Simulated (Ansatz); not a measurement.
## Relaxing a trial structure of BH6Si2−

The starting geometry of this gas-phase singlet was optimised with GFN2-xTB; its bonds are those of `B[SiH2][SiH2-]`.

```yaml
atoms:
  - { symbol: B, position_ang: [-1.5323, 0.9224, 1.4950] }
  - { symbol: Si, position_ang: [-0.3884, -1.0927, -1.1457] }
  - { symbol: Si, position_ang: [-0.2742, 0.8240, 0.0778] }
  - { symbol: H, position_ang: [-2.6652, 1.2424, 1.2972] }
  - { symbol: H, position_ang: [-0.1937, -2.2247, -0.1762] }
  - { symbol: H, position_ang: [1.1785, 0.9132, 0.4508] }
  - { symbol: H, position_ang: [-1.3517, 0.3770, 2.5401] }
  - { symbol: H, position_ang: [-1.8464, -1.3467, -1.4133] }
  - { symbol: H, position_ang: [-0.3449, 1.9091, -0.9601] }
```

Question: Predict what it relaxes into with PBE0-D3(BJ)/def2-SVPD.

Answer: A new bond forms, giving a structure with H8 bridging B1 and Si2, given below by its coordinates. Distances that change by over a tenth: Si2–H8 (1.50 → 1.72 Å). Contacts that close: B1–H8 (3.70 → 1.35 Å).

The energy falls by 0.90 eV over 19 steps:

| step | E − E(last) (eV) |
| --- | --- |
| 1 | 0.896 |
| 3 | 0.572 |
| 5 | 0.472 |
| 7 | 0.451 |
| 9 | 0.424 |
| 11 | 0.259 |
| 13 | 0.093 |
| 15 | 0.001 |
| 17 | 0.000 |
| 19 | 0.000 |

Final geometry (Å):

```yaml
atoms:
  - { symbol: B, position_ang: [-1.6646, 0.2951, 0.8453] }
  - { symbol: Si, position_ang: [-0.8206, -1.0249, -1.0337] }
  - { symbol: Si, position_ang: [-0.0172, 0.9574, -0.1004] }
  - { symbol: H, position_ang: [-2.6845, 0.9228, 0.6093] }
  - { symbol: H, position_ang: [0.0464, -1.8558, -0.0717] }
  - { symbol: H, position_ang: [1.2970, 0.9647, 0.6290] }
  - { symbol: H, position_ang: [-1.5022, -0.0930, 1.9898] }
  - { symbol: H, position_ang: [-1.9885, -0.8596, 0.2175] }
  - { symbol: H, position_ang: [-0.0841, 2.2173, -0.9196] }
```

Frequencies at the end are all real (lowest 313 cm⁻¹). Run with Ansatz 0.2.0, 21 s on 2 threads of Intel(R) Xeon(R) 6975P-C (Granite Rapids) (shared host).
